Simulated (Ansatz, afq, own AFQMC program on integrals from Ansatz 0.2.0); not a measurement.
# Al₂H₄, singlet in 6-31G, levels against CCSDTQ

```xyz
6

Al    0.0000    0.0000    1.4180
Al    0.0000    0.0000   -1.4180
H     0.0000    1.3533    2.2618
H     0.0000   -1.3533    2.2618
H     0.0000    1.3533   -2.2618
H     0.0000   -1.3533   -2.2618
```

Connectivity, by distances: AlH2–AlH2.

Basis 6-31G. Noble-gas cores (and the filled d shells of Ga–Kr and In–Xe) are frozen. Ansatz 0.2.0 and our own AFQMC program on the same integrals; the CISD trial comes from CCSD amplitudes, and released means the phaseless constraint is let go. Error bars are statistical, one sigma.

Determinant: RHF, the one that the program's search chose, which needn't be the lowest solution. The geometry is a point of a scan.

No full CI on the walks' own integrals is used here; CCSDTQ serves as the reference and is uncertain by about the last step of the cluster series.

Cautions: the ph-AFQMC/HF walk drifts between its halves (2.1 errors).

```
T1 diagnostic                               : 0.0105
weight of the determinant in the CISD state : 0.912
size of the correlated space                : 10 electrons in 24 orbitals
```

Reference: CCSDTQ, correlation energy -2.835 eV. The released energy is read at 2.40 1/Eh (meV from the phaseless value at times in 1/Eh: 0 ± 3 at 0.24, -1 ± 3 at 0.51, -1.5 ± 2.1 at 0.99, -2.3 ± 2.2 at 1.62, -3.8 ± 2.1 at 2.40).

```csv
level,E − E(reference) (kJ/mol),share of correlation (%)
HF,273.6,0.00
MP2,83.6,69.43
CCSD,6.3,97.69
CCSD(T),2.1,99.22
CCSDT,0.3,99.90
CCSDT(Q),0.1,99.97
ph-AFQMC/HF,-1.8 ± 2.2,100.66
ph-AFQMC/CISD,0.1 ± 0.2,99.97
released AFQMC,-0.3 ± 0.2,100.11
```

CCSDT and higher add their correlation energy to the determinant of the CCSD(T) run, since their own runs factorise the integrals more tightly (a shift of under 2 meV). A walk keeps the symmetry of its determinant, which the program's search chose and which needn't be the lowest solution, so a lower state of the same spin and another symmetry isn't excluded. Released energies are given only where the last usable release times agree within the noise; a slower fall can still hide under it.
